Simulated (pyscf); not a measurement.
Optimised with ωB97X-D3(BJ)/def2-SVP in PySCF.

### Question
Estimate the classical barrier height and the reaction energy of H₃Si–PH–SiH₃ -> SiH₄ + H₂Si=PH at PBE0-D3(BJ)/def2-TZVP. The step runs on the singlet surface, breaks P–Si, H–Si and forms H–Si; take the reactant's lowest minimum found as zero.

### Answer
ΔE‡ = 52.1 kcal/mol, ΔE = +43.7 kcal/mol. CCSD(T)/def2-TZVPP + ΔMP2(QZVPP) gives 54.4 kcal/mol and +39.0 kcal/mol. Zero-point energy shifts the barrier by -0.7 kcal/mol. It is an elimination, with an imaginary mode of 388i cm⁻¹. At the saddle there is also a short Si–Si contact that neither side keeps. This is the saddle that the search found; another between the same sides may lie lower. The CCSD(T) − MP2 part came from Ansatz, without density fitting, on the same reference.
